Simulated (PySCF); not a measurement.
**Telling isomers of C₄H₄F₂ apart by NMR**

PySCF 2.14.0 with density-fitted response routines calculation with spin–spin couplings from B3LYP/pcJ-1 (spin–dipole term left out of most H,H and C,H couplings), coordinates at the GFN2-xTB level and σ from GIAO-PBE0/pcSseg-1; fast rotation and ring inversion assumed for equivalent nuclei, one conformer, non-relativistic Hamiltonian, gas phase.

Referencing at the same level of theory: TMS for 1H and 13C. Multiplet labels drop J under 1 Hz and among equivalent protons, and merge close values. Unscaled 3J(H,H) run several per cent high. One-bond C–F couplings are unscaled and too large by tens of Hz. Shifts are as computed. Against solution values, carbons near 30 ppm lie about +3 ppm off and those near 130 ppm about +5 ppm. Of 1211 compounds with measured shifts, 218 miss one by over three times the rms of a fit or turn the order of signals round; such compounds aren't used in these exercises.

(1) Tabulate the signals of `FCC#CCF`, `FC1(F)C=CC1` and their relative energies.

(2) What is the quickest way to tell FCC#CCF from FC1(F)C=CC1?

## Answers

(1) 
| SMILES | carbon types | δC | δH | E rel. (kcal/mol) |
| --- | --- | --- | --- | --- |
| FCC#CCF | 2×C 2×CH2 | 94.0, 73.2 | 5.42 (m, 4H) | 23.8 |
| FC1(F)C=CC1 | 1×C 2×CH 1×CH2 | 152.2, 145.3, 124.4, 49.6 | 6.95 (tdt, 1H), 6.36 (dt, 1H), 3.15 (ddt, 2H) | 0.0 |

Energies are electronic energies at PBE0/pcSseg-1 on these geometries, without zero-point or thermal terms, each for the one conformer computed, which needn't be the lowest.

(2) Count the carbon signals: 2 against 4. The first has an alkyne carbon (C) at 94.0 ppm, the second an alkene CH at 152.2 ppm. In the proton spectra the most deshielded non-exchanging signals are 5.42 (m, 4H) and 6.95 (tdt, J = 12.5, 3.7, 1.6 Hz, 1H).
